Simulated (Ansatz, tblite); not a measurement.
Cost and result up the ladder for [AlFH3]- (AlH3F⁻) (5 atoms). Charge -1, multiplicity 1. Geometry: PBE0-D4/def2-TZVPD.

Cartesian coordinates in Å:
```
Al 0.0210 -0.0003 -0.0221
F -1.1655 0.0157 1.2244
H -0.6834 0.4948 -1.4208
H 0.5922 -1.5321 -0.1806
H 1.2357 1.0219 0.3992
```

Ansatz on 4 threads of Arm Neoverse V2 on a shared host; xTB runs through tblite on one thread. Times are rough, summed over both states, and most runs start from the orbitals of an earlier one. PBE0-D4/def2-TZVPD serves as the yardstick here, not as an exact answer. The other state is a triplet.

The xTB rows come from tblite. HOMO above LUMO, or a gap near zero within one spin, warns that the state may not be the lowest or that an electron is smeared out.

Run but left out: PBE-D4/def2-TZVPD (triplet: an occupied level 0.24 eV above an empty one).

xTB has no spin-polarisation term.

```tsv
level	functions	vertical triplet (eV)	difference from PBE0-D4/def2-TZVPD (eV)	remarks
PBE0-D4/def2-TZVPD (with forces)	110	5.54	0.00	HOMO above zero (triplet)
r2SCAN-D4/def2-TZVPD	110	5.44	-0.10	HOMO above zero (triplet), gap within one spin near zero (triplet)
GFN1-xTB	19	8.59	3.05	–
GFN2-xTB	16	7.69	2.15	–
```

Q: Estimate how long each takes.

A: GFN2-xTB 0.003 s; GFN1-xTB 0.004 s; PBE0-D4/def2-TZVPD (with forces) 3.7 s; r2SCAN-D4/def2-TZVPD 5.9 s. On shared hardware such times vary by a factor of up to 3.
